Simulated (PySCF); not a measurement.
PySCF input (PBE/6-311G**):

```python
import numpy as np, basis_set_exchange as bse
from pyscf import gto, scf, dft, df
from pyscf.prop.nmr import rks as nmr

basis = {'Cl': gto.basis.parse(bse.get_basis('6-311G**', elements=['Cl'], fmt='nwchem'))}
mol = gto.M(
    atom='''
    Cl   -0.00000000   -0.00000000   -1.00677069
    Cl    0.00000000    0.00000000    1.00677069
    ''',
    basis=basis,
    charge=0,
    verbose=4,
    max_memory=1839,
)
mf = dft.RKS(mol, xc='pbe')
mf.grids.level = 3
mf.conv_tol = 1e-9
mf.max_cycle = 100
print('smallest overlap eigenvalue', np.linalg.eigvalsh(mol.intor('int1e_ovlp'))[0])
mf.kernel()
dip = mf.dip_moment()
n = nmr.NMR(mf)
n.verbose = 2
n.max_cycle_cphf = 60
sigma = n.kernel()
for i, x in enumerate(sigma):
    print(mol.atom_symbol(i), i + 1, round(x.trace() / 3, 3))
```

Output:

```
PySCF version 2.14.0

[INPUT] verbose = 4
[INPUT] num. atoms = 2
[INPUT] num. electrons = 34
[INPUT] charge = 0
[INPUT] spin (= nelec alpha-beta = 2S) = 0
[INPUT] symmetry False subgroup None
[INPUT] Mole.unit = angstrom
[INPUT] Symbol           X                Y                Z      unit          X                Y                Z       unit  Magmom
[INPUT]  1 Cl     0.000000000000   0.000000000000  -1.006770690000 AA    0.000000000000   0.000000000000  -1.902520874339 Bohr   0.0
[INPUT]  2 Cl     0.000000000000   0.000000000000   1.006770690000 AA    0.000000000000   0.000000000000   1.902520874339 Bohr   0.0

nuclear repulsion = 75.9518604757356
number of shells = 24
number of NR pGTOs = 96
number of NR cGTOs = 52
basis = {'Cl': [[0, [105819.0, 0.000738], [15872.0, 0.005718], [3619.65, 0.029495], [1030.8, 0.117286], [339.908, 0.362949], [124.538, 0.584149]], [0, [124.538, 0.134177], [49.5135, 0.62425], [20.8056, 0.291756]], [0, [6.58346, 1.0]], [0, [2.56468, 1.0]], [0, [0.559763, 1.0]], [0, [0.183273, 1.0]], [1, [589.776, 0.002391], [139.849, 0.018504], [45.1413, 0.081377], [16.8733, 0.221552], [6.7411, 0.772569]], [1, [6.7411, -1.572244], [2.77152, 0.992389]], [1, [1.02387, 1.0]], [1, [0.381368, 1.0]], [1, [0.109437, 1.0]], [2, [0.75, 1.0]]]}
ecp = {}
smallest overlap eigenvalue 0.026702096089429157

******** <class 'pyscf.dft.rks.RKS'> ********
method = RKS
initial guess = minao
damping factor = 0
level_shift factor = 0
DIIS = <class 'pyscf.scf.diis.CDIIS'>
diis_start_cycle = 1
diis_space = 8
diis_damp = 0
SCF conv_tol = 1e-09
SCF conv_tol_grad = None
SCF max_cycles = 100
direct_scf = True
direct_scf_tol = 1e-13
XC library pyscf.dft.libxc version 7.1.2
    S. Lehtola, C. Steigemann, M. J. T. Oliveira, and M. A. L. Marques,  SoftwareX 7, 1–5 (2018)
XC functionals = pbe
    J. P. Perdew, K. Burke, and M. Ernzerhof,  Phys. Rev. Lett. 77, 3865 (1996)
    J. P. Perdew, K. Burke, and M. Ernzerhof,  Phys. Rev. Lett. 78, 1396 (1997)
    J. P. Perdew, K. Burke, and M. Ernzerhof,  Phys. Rev. Lett. 77, 3865 (1996)
    J. P. Perdew, K. Burke, and M. Ernzerhof,  Phys. Rev. Lett. 78, 1396 (1997)
radial grids:
    Treutler-Ahlrichs [JCP 102, 346 (1995); DOI:10.1063/1.469408] (M4) radial grids

becke partition: Becke, JCP 88, 2547 (1988); DOI:10.1063/1.454033
pruning grids: <function nwchem_prune>
grids dens level: 3
symmetrized grids: False
atomic radii adjust function: <function treutler_atomic_radii_adjust>
small_rho_cutoff = 0
Set gradient conv threshold to 3.16228e-05
Initial guess from minao.
tot grids = 37760
init E= -920.104155716823
  HOMO = -0.291791745988303  LUMO = -0.161345504258803  gap/eV = 3.54962
cycle= 1 E= -919.997423247516  delta_E= 0.107  |g|= 0.229  |ddm|= 1.46
  HOMO = -0.272638846214384  LUMO = -0.171191356836637  gap/eV = 2.76053
cycle= 2 E= -919.999906337254  delta_E= -0.00248  |g|= 0.0906  |ddm|= 0.169
  HOMO = -0.272335102245864  LUMO = -0.16677290172927  gap/eV = 2.87249
cycle= 3 E= -920.001197654304  delta_E= -0.00129  |g|= 0.0521  |ddm|= 0.112
  HOMO = -0.276483759744952  LUMO = -0.171181176728891  gap/eV = 2.86543
cycle= 4 E= -920.001893464787  delta_E= -0.000696  |g|= 0.00603  |ddm|= 0.0483
  HOMO = -0.275296547221322  LUMO = -0.169989695426215  gap/eV = 2.86555
cycle= 5 E= -920.001901765584  delta_E= -8.3e-06  |g|= 0.00038  |ddm|= 0.00723
  HOMO = -0.275262270073706  LUMO = -0.169968197317932  gap/eV = 2.86520
cycle= 6 E= -920.001901779464  delta_E= -1.39e-08  |g|= 1.26e-05  |ddm|= 0.00025
  HOMO = -0.275263872564503  LUMO = -0.169972193701275  gap/eV = 2.86513
cycle= 7 E= -920.001901779512  delta_E= -4.76e-11  |g|= 6.03e-07  |ddm|= 1.81e-05
  HOMO = -0.275263693693  LUMO = -0.169971971251524  gap/eV = 2.86513
Extra cycle  E= -920.001901779512  delta_E= 1.14e-13  |g|= 4.55e-07  |ddm|= 1.19e-06
converged SCF energy = -920.001901779512
Dipole moment(X, Y, Z, Debye):  0.00000,  0.00000,  0.00000
Cl 1 533.399
Cl 2 533.399
```
